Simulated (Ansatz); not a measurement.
A nudged elastic band was laid between two geometries of CH₅AlB (8 atoms, charge 0, multiplicity 2).

Method: UKS r2SCANh-D4/6-31G* (Ansatz).

- movable images: 9
- climbing image: yes
- spring: 5.0 eV/Å²
- optimiser: quadratic models (default)
- start path: IDPP
- force threshold: 0.05 eV/Å
- iteration limit: 25
- end points: relaxed

First end point:

```xyz
8
Properties=species:S:1:pos:R:3
B -1.798 0.625 -1.144
Al 0.120 0.619 -0.446
C 0.767 -0.717 0.842
H -2.913 0.644 -1.562
H 1.068 1.775 -1.011
H 1.103 -0.230 1.766
H 1.636 -1.251 0.439
H 0.017 -1.464 1.116
```

Last end point:

```xyz
8
Properties=species:S:1:pos:R:3
B -1.666 1.391 -0.470
Al 0.073 0.344 -0.688
C 0.735 -0.893 0.688
H -2.676 2.012 -0.357
H 0.869 0.597 -2.050
H 0.075 -0.979 1.556
H 1.721 -0.573 1.050
H 0.869 -1.899 0.270
```

**Question.** What changes between the two ends?

**Answer.** No bond is made or broken. The dihedral B1–Al2–C3–H8 goes from 2 to 123°. The two ends are copies of one structure, up to a mirror image or an exchange of like atoms.

**Question.** What energy profile does the band end with?

**Answer.** The run converged. The highest image is number 5 of 0 to 10, 0.011 eV above the ends, which have the same energy within 2 meV. A vibrational analysis at the climbing image gives one clearly imaginary mode, 73i cm⁻¹: a first-order saddle point.

```tsv
image	path coordinate (Å)	energy (eV)	dihedral B1–Al2–C3–H8 (°)
0	0.00	0.000	2
1	0.31	0.001	14
2	0.62	0.004	25
3	0.93	0.007	37
4	1.25	0.010	49
5	1.56	0.011	61
6	1.88	0.009	73
7	2.19	0.007	85
8	2.51	0.003	98
9	2.83	0.001	110
10	3.14	0.000	123
```

**Question.** What is the geometry of the highest image?

**Answer.** 
```xyz
8
Properties=species:S:1:pos:R:3
B -1.792 1.120 -0.656
Al 0.138 0.456 -0.611
C 0.773 -0.843 0.724
H -2.909 1.527 -0.708
H 1.088 1.068 -1.740
H 0.631 -0.478 1.747
H 1.838 -1.056 0.591
H 0.233 -1.794 0.654
```

Run time: 3.3 min on 1 thread of Arm Neoverse V2 (shared host), peak memory 0.18 GiB.
